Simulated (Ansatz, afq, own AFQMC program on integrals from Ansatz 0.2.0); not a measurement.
# Breaking Au2–C1 in AuCH5O, singlet

```xyz
8

C    -1.0541    1.2953   -0.6533
Au    0.1942   -0.1511   -0.0408
O     1.5957   -1.7768    0.6515
H    -2.0662    0.8857   -0.7986
H    -0.6997    1.7167   -1.6074
H    -1.1011    2.1003    0.0970
H     1.0922   -2.5666    0.8868
H     2.0391   -1.5035    1.4647
```

Products: AuH2O (doublet, the lower of two spins tried; Au ··· OH2) and CH3 (doublet), each relaxed with PBE0/def2-SVP like the molecule; electronic energies without zero-point terms. Determinants: RHF, UHF and UHF in that order.

Basis def2-TZVP with its core potentials. Noble-gas cores (and the filled d shells of Ga–Kr and In–Xe) are frozen. AFQMC by an in-house program on the Cholesky factors that Ansatz 0.2.0 writes for its CCSD(T) run. ph-AFQMC/CISD is guided by a CISD state made of CCSD amplitudes; releasing the constraint for a short imaginary time cuts its bias at the price of noise, slowly where states lie close. Error bars are statistical, one sigma. No spin–orbit coupling. The metal's outer-core s and p shells are frozen, which shifts wave-function levels against functionals. The errors of all members are added in quadrature.

No full CI on the walks' own integrals is used here. The released AFQMC energy serves as the reference, which it does only where one determinant dominates, the energy is flat over the last release times and near the phaseless one (40 meV or 2 meV an electron, half that with transition metals). On small molecules, where full CI could be run and the noise was under 10 meV, such values lay within 10 meV of it in 19 cases of 20, a flattering rate, since the rule was set on those same cases; what remains of the bias isn't in the error bar. Each member takes its own surest rung, up to full CI.

The best estimate is CCSD(T) at the basis-set limit (CBS: def2-TZVPP and def2-QZVPP, with their diffuse functions for anions and beside diffuse sets, CCSD(T) itself extrapolated) plus the step from CCSD(T) to AFQMC with the constraint released in def2-TZVP. Rows without CBS are in def2-TZVP; B2PLYP and the wave-function rows carry a basis error of their own. Core correlation and relativity beyond core potentials are missing, and ± holds the sampling alone.

Cautions: no spin-orbit coupling; outer-core shells of the metal frozen; AuCH₅O (singlet): the released value is read at 1.20 1/Eh with a noise of 21 meV, more than in the cases checked (meV from the phaseless value at times in 1/Eh: -7 ± 9 at 0.24, -1 ± 14 at 0.48, -4 ± 14 at 0.80, 7 ± 21 at 1.20), released reference can be 30 meV off for metals; AuH₂O (doublet): the ph-AFQMC/CISD walk drifts between its halves (2.7 errors), the released value is read at 1.20 1/Eh, later times being too noisy (meV from the phaseless value at times in 1/Eh: -7 ± 5 at 0.24, -8 ± 7 at 0.60, -5 ± 8 at 1.20, -13 ± 10 at 1.80, -35 ± 18 at 2.60), released reference can be 30 meV off for metals.

Best estimate: 76.3 ± 0.5 kcal/mol.

| level | bond energy (kcal/mol) | error against the best estimate (kcal/mol) |
| --- | --- | --- |
| HF | 34.0 | -42.3 ± 0.5 |
| MP2 | 80.2 | 3.9 ± 0.5 |
| CCSD | 69.2 | -7.1 ± 0.5 |
| CCSD(T) | 73.3 | -3.0 ± 0.5 |
| ph-AFQMC/CISD | 73.5 ± 0.3 | -2.7 ± 0.6 |
| released AFQMC | 73.3 ± 0.5 | -3.0 |
| HF/CBS | 34.7 | -41.6 ± 0.5 |
| MP2/CBS | 84.2 | 7.9 ± 0.5 |
| CCSD(T)/CBS | 76.3 | 0.1 ± 0.5 |
| PBE | 76.1 | -0.1 ± 0.5 |
| r2SCAN | 74.1 | -2.1 ± 0.5 |
| PBE0 | 71.9 | -4.3 ± 0.5 |
| B3LYP | 67.6 | -8.7 ± 0.5 |
| wB97M-V | 72.8 | -3.5 ± 0.5 |
| B2PLYP | 71.6 | -4.7 ± 0.5 |

Correlation beyond CCSD(T) changes it by less than twice the noise. Going to the basis-set limit adds 3.0 kcal/mol at CCSD(T). The perturbative (T) step is worth +4.1 kcal/mol.

Best estimates are given only where the step beyond CCSD(T) is under 0.3 eV and no member's determinant is very poor (T1 over 0.05, or 0.07 for open shells, ⟨S²⟩ too high by 0.3, two states mixed), so the hardest cases are missing from such tables.

The functionals ran in a triple-zeta set and keep a basis error of their own, a few kJ/mol for each bond in atomization energies and more for double hybrids, so close places among them and the extrapolated levels can swap.

Each member of a difference takes its own highest rung, so a best estimate needn't equal the limit plus the step of one row. Released energies are given only where the last usable release times agree within the noise; a slower fall can still hide under it. The exponents were fitted on light atoms, and def2 sets of heavy atoms don't grow evenly, so the limit is rough here.
